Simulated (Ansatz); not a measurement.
Ansatz (a first-principles code) input (MP2/6-31G*):

Ansatz 0.2 input:
```yaml
crystal:
  periodic: [false, false, false]
  atoms:
    - {symbol: P, position_ang: [-0.00000000, -0.00000000, -0.94474959]}
    - {symbol: P, position_ang: [0.00000000, 0.00000000, 0.94474959]}
basis:
  gaussian:
    orbitals: 6-31G*
magnetization: {spin_polarized: false}
correlation: {method: mp2, electrons: outside_noble_gas}
relax: {f_tol: 0.003, max_steps: 120}
```

From the last part of the output:

```
mean field evaluation 1: about -18542.2898 eV, gradient 5.8e0 eV
mean field evaluation 2: about -18542.3045 eV, gradient 5.8e0 eV
mean field evaluation 4: about -18542.4856 eV, gradient 1.5e-1 eV
mean field evaluation 8: about -18542.4859 eV, gradient 4.6e-5 eV
mean field -18542.48588667 eV, -681.4237877866 hartree, gradient 2.5e-6 eV, S^2 0.000000; 0 other end points of the search recorded, 0 dependent functions left out; unrestricted orbitals would lower it
10 core orbitals not correlated
reference -18542.48588667 eV, -681.4237877866 hartree; 5, 5 occupied and 23, 23 virtual orbitals, 341 factors
densities: 0.05 GiB planned
second order -5.91119385 eV of doubles, -0.00000000 eV of singles
the calculation of the forces begins
relax step   1: F+E_penalty+E_count = -18548.39708052 eV  Δ(F+E_penalty+E_count) = +0.000e0 eV  max|allowed force component| = 1.481e0 eV/Å  Δτ_max = 0.0000 Å  (32 SCF iters, accepted)
these checks for a lower state are left out or cut short: starts, cluster_reference, orbital_swaps, neighbouring_geometries, increment
integrals: 0.00 GiB planned
341 factors; integrals over basis functions are off by at most 1.8e-4 eV
mean field: 0.06 GiB planned
mean field evaluation 16: about -18542.3808 eV, gradient 8.2e-2 eV
mean field -18542.38082155 eV, -681.4199267147 hartree, gradient 1.2e-6 eV, S^2 0.000000; 0 other end points of the search recorded, 0 dependent functions left out; unrestricted orbitals would lower it
10 core orbitals not correlated
reference -18542.38082155 eV, -681.4199267147 hartree; 5, 5 occupied and 23, 23 virtual orbitals, 341 factors
densities: 0.05 GiB planned
second order -6.04826615 eV of doubles, -0.00000000 eV of singles
the calculation of the forces begins
relax step   2: F+E_penalty+E_count = -18548.42908769 eV  Δ(F+E_penalty+E_count) = -3.201e-2 eV  max|allowed force component| = 6.122e-2 eV/Å  Δτ_max = 0.0236 Å  (32 SCF iters, accepted)
these checks for a lower state are left out or cut short: starts, cluster_reference, orbital_swaps, neighbouring_geometries, increment
integrals: 0.00 GiB planned
341 factors; integrals over basis functions are off by at most 1.8e-4 eV
mean field: 0.06 GiB planned
mean field -18542.38706573 eV, -681.4201561842 hartree, gradient 1.0e-6 eV, S^2 0.000000; 0 other end points of the search recorded, 0 dependent functions left out; unrestricted orbitals would lower it
10 core orbitals not correlated
reference -18542.38706573 eV, -681.4201561842 hartree; 5, 5 occupied and 23, 23 virtual orbitals, 341 factors
densities: 0.05 GiB planned
second order -6.04208679 eV of doubles, -0.00000000 eV of singles
the calculation of the forces begins
mean field evaluation 32: about -18542.3871 eV, gradient 1.0e-6 eV
relax step   3: F+E_penalty+E_count = -18548.42915251 eV  Δ(F+E_penalty+E_count) = -6.482e-5 eV  max|allowed force component| = 1.701e-3 eV/Å  Δτ_max = 0.0010 Å  (27 SCF iters, accepted)
these checks for a lower state are left out or cut short: cluster_reference
integrals: 0.00 GiB planned
341 factors; integrals over basis functions are off by at most 1.8e-4 eV
mean field: 0.06 GiB planned
mean field -18542.38706573 eV, -681.4201561842 hartree, gradient 1.0e-6 eV, S^2 0.000000; 1 other end points of the search recorded, 0 dependent functions left out; unrestricted orbitals would lower it
10 core orbitals not correlated
reference -18542.38706573 eV, -681.4201561842 hartree; 5, 5 occupied and 23, 23 virtual orbitals, 341 factors
densities: 0.05 GiB planned
second order -6.04208679 eV of doubles, -0.00000000 eV of singles
the calculation of the forces begins
Total energy: -18548.42915251 eV, -681.6421987781 hartree
Atom 0 at     0.000000    -0.000000    -0.967317 Å, force     0.000000     0.000000     0.001701 eV/Å
Atom 1 at    -0.000000     0.000000     0.967317 Å, force    -0.000000    -0.000000    -0.001701 eV/Å
Dipole moment:     0.000000    -0.000000    -0.000000 e Å
Checks for a lower state left out: cluster_reference
```

The geometry given is a B3LYP-D3(BJ)/def2-TZVP minimum.
